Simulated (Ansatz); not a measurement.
Input file:

```yaml
crystal:
  periodic: [false, false, false]
  atoms:
    - {symbol: Hf, position_ang: [0.000797, 0.000000, 0.172355]}
    - {symbol: N, position_ang: [-0.017003, 0.000000, -1.845909]}
    - {symbol: H, position_ang: [0.047603, -0.822754, -2.434969]}
    - {symbol: H, position_ang: [0.047603, 0.822754, -2.434969]}
basis:
  gaussian: {orbitals: def2-TZVPP}
total_charge: 1
magnetization: {spin_polarized: false, initial_magnetization: 4}
correlation: {method: ccsdtq, electrons: all}
scf: {lower_state_search: off}
output: {forces: true}
```

```sh
$ ansatz run in.yaml --threads 1 --pin off --events-out ev --progress --plain --max-ram 2393MiB
```

**Question.** One thing in this input was set wrong on purpose, beside settings that are merely unusual. What is the gravest fault, and what does the program do?

**Answer.** Too large for memory. How the run ends: out of memory.
```
these checks for a lower state are left out or cut short: starts, cluster_reference, orbital_swaps, neighbouring_geometries, increment
1462 factors; integrals over basis functions are off by at most 1.3e-6 eV
mean field evaluation 1: about -2789.9072 eV, gradient 4.1e1 eV
mean field evaluation 2: about -2789.9074 eV, gradient 4.1e1 eV
mean field evaluation 4: about -2796.1769 eV, gradient 3.4e0 eV
mean field evaluation 8: about -2796.3036 eV, gradient 9.1e-2 eV
mean field evaluation 16: about -2796.3043 eV, gradient 2.1e-2 eV
mean field -2796.31650263 eV, -102.7627360602 hartree, gradient 2.1e-6 eV, S^2 6.000000; 0 other end points of the search recorded, 0 dependent functions left out
reference -2796.31650263 eV, -102.7627360602 hartree; 12, 8 occupied and 103, 107 virtual orbitals, 1462 factors
Error: the run needs more than the 2.33 GiB of memory given, because the steps of its equations don't fit beside its arrays
refused for memory
```
